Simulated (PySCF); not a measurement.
Ionisation energy of He by level of theory

He 1s2 (1S) → He⁺ 1s1 (2S), as a difference of total energies. Computed with PySCF 2.14 in aug-cc-pVTZ-DK, with the spin-free X2C one-electron Hamiltonian (Gaussian nucleus). Correlated levels: valence: nothing frozen. The calculations carry no spin-orbit coupling.

| method | ionisation energy (eV) |
| --- | --- |
| UHF | 23.463 |
| MP2 (valence) | 24.378 |
| SCS-MP2 (valence) | 24.561 |
| CCSD (valence) | 24.536 |

Problem. How much does correlation contribute at MP2 (valence)?

Solution. 24.378 − (23.463) = 0.915 eV, measured against UHF.

Errors of the correlated levels include the incompleteness of this basis.

With two correlated electrons CCSD is exact in that space.

For comparison: 24.587 eV (measured; NIST Atomic Spectra Database, ionization energies).
